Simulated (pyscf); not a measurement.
Thermochemistry of product channels of H₂C=NH (SMILES C=N) on the singlet surface, in kcal/mol, from ωB97M-D3(BJ)/def2-TZVP energies (ideal gas, 1 atm, RRHO with modes under 100 cm⁻¹ raised to 100, one conformer, R ln 2 for rigid chiral ones). Structures and frequencies: ωB97X-D3(BJ)/def2-SVP in PySCF.

```
products                                            ΔE  ΔH(298 K)  ΔG(298 K)  ΔG(1200 K)
-----------------------------------------------  -----  ---------  ---------  ----------
C⁻≡NH⁺ (SMILES [C-]#[NH+]) + H₂ (SMILES [H][H])  +30.7      +23.8      +16.2       -10.6
HC≡N (SMILES C#N) + H₂ (SMILES [H][H])               ?      +11.5       +4.0       -21.9
```

**Question.** What belongs in the gaps?

**Answer.** 
- HC≡N (SMILES C#N) + H₂ (SMILES [H][H]), ΔE: +18.2

The channel to C⁻≡NH⁺ + H₂ turns favourable between 298 and 1200 K (ΔG from +16.2 kcal/mol to -10.6 kcal/mol). The channel to HC≡N + H₂ turns favourable between 298 and 1200 K (ΔG from +4.0 kcal/mol to -21.9 kcal/mol).

These are energies of the channels, which say nothing of barriers.
